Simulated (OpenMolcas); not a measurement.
**Predicting a hybrid from its neighbours: CH4N2S**

CH4N2S: 8 atoms, total charge 0, spin state singlet. SMILES: `NC(N)=S`. The shape is that of a PBE0-D4/def2-TZVP optimisation. This is one conformer, not always the lowest.

The electronic atomisation energy y, in eV, basis def2-SVPD; a is the functional's share of exact exchange. Programs: OpenMolcas 26.06.

| functional | program | a | y (eV) |
| --- | --- | --- | --- |
| TPSS | OpenMolcas | 0 | 30.83 |
| r2SCAN | OpenMolcas | 0 | 30.71 |
| B3LYP | OpenMolcas | 0.2 | 30.75 |
| PBE0 | OpenMolcas | 0.25 | ? |
| BHLYP | OpenMolcas | 0.5 | 29.34 |

Question: Fit y = c + s·a to the known rows and predict PBE0.

Answer: 
1. Means of the 4 rows: a = 0.1750, y = 30.407.
2. Σ(Δa)² = 0.1675, Σ(Δa·Δy) = -0.46525, so the slope is -0.46525/0.1675 = -2.7776.
3. Intercept: 30.407 − (-2.7776) × 0.1750 = 30.893. The largest residual of the fit is 0.41.
4. PBE0: 30.893 + (-2.7776) × 0.25 = 30.20 eV.

The run gave 30.95 eV, so the prediction is off by -0.75 eV, more than the scatter of the fit. The rows mix families of semi-local functionals, which the line can't see.
